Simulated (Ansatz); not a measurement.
We consider 1T (CdI2-type) PtS2, described by r²SCAN+SOC in Ansatz (plane waves, PAW).

Settings: plane-wave cutoff 560 eV, 12×12×8 k mesh (along the axes of the cell as run), Fermi–Dirac smearing 0.01 eV, PAW data made under PBE.

Cell (relaxed at this level):

```xyz
3
Lattice="1.7729 -3.0707 0.0000 1.7729 3.0707 0.0000 0.0000 0.0000 5.6320" Properties=species:S:1:pos:R:3 pbc="T T T"
Pt     0.0000     0.0000     0.0000
S      1.7729     1.0236     1.2359
S      1.7729    -1.0236     4.3960
```

Q: What does this level give for the bulk modulus, band gap, smallest direct gap on the k points sampled and direct gap at Γ?

A: 
* **bulk modulus**: 10.8 GPa
* **band gap**: 1.28 eV (indirect)
* **smallest direct gap on the k points sampled**: 1.43 eV
* **direct gap at Γ**: 2.97 eV

Measured, for comparison: band gap 0.7 eV (temperature not stated, not corrected to a static lattice, bulk, cited; as tabulated in Two-dimensional noble-metal chalcogenides and phosphochalcogenides, Angew. …). Computed (rounded) less measured: band gap +0.58 eV.

Note: for a layered or molecular solid the relaxed cell lies over 5 % above the published volume, where the minimum can be shallow; the cell comes from a level without a dispersion term, which matters for the spacing of layers, chains or molecules; the bulk modulus comes from volumes at which shape and atoms were relaxed.

Computed values are for the static lattice.

It cost around 60 core-minutes (rough) of CPU time.

Ansatz is a first-principles code.
